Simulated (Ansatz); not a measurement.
Write a Python script for Ansatz 0.2.0 through its Python package that makes a composite energy at a relaxed geometry of BH₃ (charge -1), SMILES [BH3-]. Settings (for the species named): PBE0, def2-SVP basis, multiplicity 2.

Input file `bh3.xyz`:
```text
4

B     0.00050   -0.00210    0.29780
H     1.06880   -0.34340   -0.10370
H    -0.23660    1.09850   -0.09090
H    -0.83270   -0.75290   -0.10320
```

`composite.py`
```python
from dataclasses import dataclass
import itertools

import ansatz as az
from ase.data import atomic_numbers, covalent_radii
import numpy as np


@dataclass(frozen=True)
class Options:
    basis_set: str = "def2-SVP"
    xc: str = "pbe0"
    charge: int = -1


cfg = Options()

mol = az.Crystal.molecule_from_extxyz("bh3.xyz")

model = mol.calculation()
model = model.basis(gaussian=cfg.basis_set)
model = model.functional(cfg.xc)
model = model.charge(cfg.charge)
model = model.spin("collinear", total=1)
symbols = [site.symbol for site in mol.cartesian_sites]
start = np.array([site.position_ang for site in mol.cartesian_sites], dtype=float)
report = model.relax(force_tolerance=0.01, max_steps=100).run().report
end = np.array(report["positions_ang"])
radius = [covalent_radii[atomic_numbers[s]] for s in symbols]
span = lambda where, i, j: np.linalg.norm(where[i] - where[j])
bonded = [(i, j) for i, j in itertools.combinations(range(len(symbols)), 2) if min(span(start, i, j), span(end, i, j)) < 1.2 * (radius[i] + radius[j])]
print("pair        before    after (A)")
for i, j in bonded:
    print(f"{symbols[i]}{i}-{symbols[j]}{j}".ljust(10), f"{span(start, i, j):8.4f} {span(end, i, j):8.4f}")

minimum = az.Crystal.molecule()
for symbol, place in zip(symbols, end):
    minimum = minimum.atom(symbol, place.tolist())
at_minimum = (
    minimum.calculation()
    .charge(cfg.charge)
    .spin("collinear", total=1)
)
level = lambda method, basis: at_minimum.basis(gaussian=basis).correlation(method).run().report
small, large, cluster = level("mp2", "cc-pVDZ"), level("mp2", "cc-pVTZ"), level("ccsd_t", "cc-pVDZ")
corr = lambda each: (each["free_energy_ev"] - each["reference_energy_ev"]) / 27.211386246
mp2_limit = (27 * corr(large) - 8 * corr(small)) / 19
pieces = {"HF / cc-pVTZ": large["reference_energy_ev"] / 27.211386246, "MP2 correlation, DZ-TZ limit": mp2_limit, "CCSD(T) - MP2 / cc-pVDZ": corr(cluster) - corr(small)}
for name, value in pieces.items():
    print(f"{name:32s} {value:14.6f} Ha")
print(f"{'sum':32s} {sum(pieces.values()):14.6f} Ha")
print("T1 diagnostic", round(cluster["correlation"]["coupled_cluster"]["t1_diagnostic"], 4))
```

```console
$ python composite.py
pair        before    after (A)
B0-H1        1.1912   1.2341
B0-H2        1.1911   1.2341
B0-H3        1.1911   1.2341
HF / cc-pVTZ                         -26.361661 Ha
MP2 correlation, DZ-TZ limit          -0.145741 Ha
CCSD(T) - MP2 / cc-pVDZ               -0.027187 Ha
sum                                  -26.534588 Ha
T1 diagnostic 0.0086
```

Caveats:
- The settings weren't tested for convergence.
- The sum leaves out core correlation, relativity, the Hartree-Fock basis error and zero-point energy; a DZ-TZ extrapolation is rough.
- The species is open-shell (spin multiplicity 2).
- Inner cores stay frozen, so this is valence correlation.
- Anions want diffuse functions, which this basis lacks.
- Hardware and time: 6 s on 1 thread of Arm Neoverse N1, on a shared host, peak memory 0.16 GiB.
